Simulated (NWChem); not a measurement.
Species: Cl anion

Program: NWChem. Gas-phase geometry, NWChem's default radii.

COSMO at PBE/def2-SVPD gives an electrostatic solvation energy of -53.34 kcal/mol for ε = 3.9. Its surface charges are scaled by f = (ε − 1)/ε.

Estimate the value for ε = 46.7 from the scaling alone and compare it with a run, and give the Born radius that the larger ε implies.


1. f = 0.7436 and 0.9786; their ratio is 1.316.
2. With a rigid solute density the energy is proportional to f: -53.34 × 1.316 = -70.20 kcal/mol.
3. The run gives -70.47 kcal/mol, 0.27 lower; the difference is the response of the solute's density to the stronger field.
4. Born: ΔG = −166.0 q² f / a (kcal/mol, a in Å), so a = 2.31 Å.
